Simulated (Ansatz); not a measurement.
What each rung costs, and what it gives

The pair of H2S (SMILES S, atoms 1–3) and SiH3F (SMILES [SiH3]F, atoms 4–8), both closed shells, in one local arrangement (a lower one may exist), relaxed at PBE0-D4/def2-TZVP:

S1  (0.252, -0.535, -2.340)
H2  (0.954, 0.604, -2.436)
H3  (-0.849, 0.115, -1.933)
Si4  (-0.037, -0.063, 1.356)
F5  (-1.172, 0.732, 0.545)
H6  (1.289, 0.447, 0.938)
H7  (-0.174, -1.509, 1.074)
H8  (-0.262, 0.209, 2.797)
(Å)

Interaction energies are counterpoise-corrected; the time is that of the whole pair.

Program: Ansatz 0.2.0. Basis: as named in each row. Cores are frozen in the correlated methods. B3LYP uses VWN-RPA correlation. Extrapolation: Hartree–Fock as exp(−7.88 √X), correlation as X^−2.97.

Times are rough, for one single point on 4 threads of a shared host (AMD EPYC 7R43).

The estimate by CCSD(T) at an estimated basis limit (MP2 extrapolated from triple and quadruple zeta, plus CCSD(T) − MP2 in triple zeta) is -1.97 kcal/mol.

```csv
method,basis,time (s),interaction energy (kcal/mol),method less estimate
HF,STO-3G,under 1,0.63,2.60
PBE-D4,STO-3G,under 1,-1.04,0.93
SPW92,def2-SVP,under 1,-3.39,-1.42
PBE-D4,def2-SVP,under 1,-2.39,-0.41
B3LYP-D4,6-31G,under 1,-2.69,-0.72
PBE0-D4,def2-SVP,under 1,-2.42,-0.44
CCSD(T),def2-SVP,under 1,-0.65,1.32
revPBE-D4,def2-TZVPPD,1,-2.04,-0.07
PBE-D4,def2-TZVPPD,1,-2.38,-0.41
BLYP-D4,def2-TZVPPD,1,-2.01,-0.04
PBE0-D4,def2-TZVPPD,2,-2.30,-0.33
HSE06-D4,def2-TZVPPD,2,-2.28,-0.31
wB97M-V,def2-SVP,2,-2.06,-0.09
B3LYP-D4,def2-TZVPPD,2,-2.18,-0.20
r2SCAN-D4,def2-TZVPPD,2,-2.17,-0.20
B2PLYP,def2-TZVPPD,3,-0.90,1.08
wB97X-V,def2-TZVPPD,4,-2.08,-0.10
B97M-V,def2-TZVPPD,4,-2.13,-0.15
wB97M-V,def2-TZVPPD,5,-2.11,-0.14
MP2,def2-QZVPPD,9,-1.86,0.12
CCSD(T),def2-TZVPPD,33,-1.61,0.36
```

No T1 diagnostic of these runs exceeds 0.012.
